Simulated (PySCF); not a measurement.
# Complex of hydrogen chloride and carbonyl sulfide

The system is a cluster of hydrogen chloride and carbonyl sulfide, neutral, singlet.

```
part               name  SMILES  atoms  charge  multiplicity
   1  hydrogen chloride      Cl    1–2       0             1
   2   carbonyl sulfide   O=C=S    3–5       0             1
```

```xyz
5

Cl    0.475    0.499    0.711
H    -0.141   -0.258   -0.121
O    -1.166   -1.552   -1.591
C    -1.490   -2.202   -2.489
S    -1.929   -3.076   -3.695
```
Atoms count from 1 in this order.

In these coordinates H2···O3 is 2.211 Å. Part 2 is then moved rigidly along that line, all else held; at short range other atoms may come into contact.

The starting structure comes from a short search with a few starts; no frequency run checks that it is a minimum, and another way of binding may lie lower.

Level of theory: CCSD(T)/aug-cc-pVDZ and MP2/aug-cc-pVTZ, aug-cc-pVQZ counterpoise interaction energy, frozen core, gas phase, in PySCF. The geometry comes from PBE0-D3(BJ)/def2-TZVPD.

Counterpoise energies in kcal/mol, cluster less the parts frozen as they stand in it; small is aug-cc-pVDZ, large aug-cc-pVQZ. Estimated limit: HF in aug-cc-pVQZ, MP2 correlation extrapolated as X⁻³ from aug-cc-pVTZ and aug-cc-pVQZ, and CCSD(T) less MP2 in aug-cc-pVDZ; it isn't the exact limit.

| H2···O3 (Å) | HF large | MP2 large | SCS-MP2 large | CCSD(T) small | CCSD(T) limit est. |
| --- | --- | --- | --- | --- | --- |
| 1.990 | -0.01 | -1.81 | -1.23 | -1.20 | -1.68 |
| 2.100 | -0.58 | -2.01 | -1.54 | -1.58 | -1.93 |
| 2.211 | -0.89 | -2.04 | -1.66 | -1.74 | -1.99 |
| 2.322 | ? | ? | ? | ? | ? |
| 2.432 | -1.11 | -1.84 | -1.58 | -1.69 | -1.82 |
| 2.764 | ? | ? | ? | ? | ? |
| 3.316 | -0.67 | -0.78 | -0.72 | -0.79 | -0.80 |
| 4.422 | -0.30 | -0.30 | -0.28 | -0.31 | -0.31 |

Q: Fill in the withheld rows.

A: 
```
H2···O3 (Å)  HF large  MP2 large  SCS-MP2 large  CCSD(T) small  CCSD(T) limit est.
      2.322     -1.05      -1.97          -1.65          -1.75               -1.94
      2.764     -1.01      -1.37          -1.22          -1.32               -1.38
```

The 8 runs took 27 min in all, one thread each of Arm Neoverse N1 on a shared host, launched as `OMP_NUM_THREADS=1 python cluster_run.py task.json out`.
